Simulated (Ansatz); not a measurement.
# AlNH₃ radical: functionals against CCSD(T) at one geometry

One table from this session's results is given with a row withheld; the runs are named, their logs left out.

Method: single points in def2-TZVPP; program: Ansatz 0.2.0, Gaussian basis.

Correlated methods freeze the cores. Orbitals are unrestricted.

### Where the work starts

SMILES `[NH][AlH2]`, 5 atoms, charge 0, spin multiplicity 2.

Atoms are counted from 1 here; the program's logs count them from 0.

Bond lengths: N1–Al2 1.915 Å, N1–H3 1.001 Å, Al2–H4 1.533 Å, Al2–H5 1.333 Å. Angles: Al2–N1–H3 158.6°, N1–Al2–H4 105.8°, N1–Al2–H5 129.1°, H4–Al2–H5 124.1°.

Coordinates:

```
atom    x (Å)    y (Å)    z (Å)
  N1   0.5334  -0.9570   0.6701
 Al2  -0.1367   0.4951  -0.3837
  H3   1.0956  -1.4375   1.3448
  H4  -1.3830  -0.0440  -1.0949
  H5   0.2166   1.7800  -0.3667
```

The first run:

The input, run/in.yaml:

```yaml
crystal:
  periodic: [false, false, false]
  atoms:
    - {symbol: N, position_ang: [0.533400, -0.957000, 0.670100]}
    - {symbol: Al, position_ang: [-0.136700, 0.495100, -0.383700]}
    - {symbol: H, position_ang: [1.095600, -1.437500, 1.344800]}
    - {symbol: H, position_ang: [-1.383000, -0.044000, -1.094900]}
    - {symbol: H, position_ang: [0.216600, 1.780000, -0.366700]}
basis:
  gaussian: {orbitals: def2-TZVPP}
magnetization: {spin_polarized: true, initial_magnetization: 1}
correlation: {method: ccsd_t}
scf: {omitted_lower_state_checks: [cluster_reference]}
output: {forces: true}
```

No record of the launch command was kept for these runs.

Among the steps run: CCSD(T)/def2-TZVPP; PBE0-D4/def2-TZVPP; wB97M-V/def2-TZVPP; r2SCAN-D4/def2-TZVPP; PBE-D4/def2-TZVPP; BLYP-D4/def2-TZVPP; LC-wPBE/def2-TZVPP.

One table of the session follows, with a row left open; its other results are not shown here.

| method | RMS force component (eV/Å) | angle to CCSD(T) forces (°) | dipole (D) |
| --- | --- | --- | --- |
| CCSD(T) | 2.576 | reference | 1.28 |
| PBE0-D4 | 2.596 | 1.0 | 1.24 |
| wB97M-V | ? | ? | ? |
| r2SCAN-D4 | 2.593 | 1.0 | 1.25 |
| PBE-D4 | 2.588 | 3.4 | 1.18 |
| BLYP-D4 | 2.532 | 3.0 | 1.20 |
| LC-wPBE | 2.600 | 1.2 | 1.29 |

Q: Estimate the row for wB97M-V from the others.

The run gave: RMS force component (eV/Å): 2.524; angle to CCSD(T) forces (°): 0.9; dipole (D): 1.29. In the column «RMS force component (eV/Å)» it is the lowest.
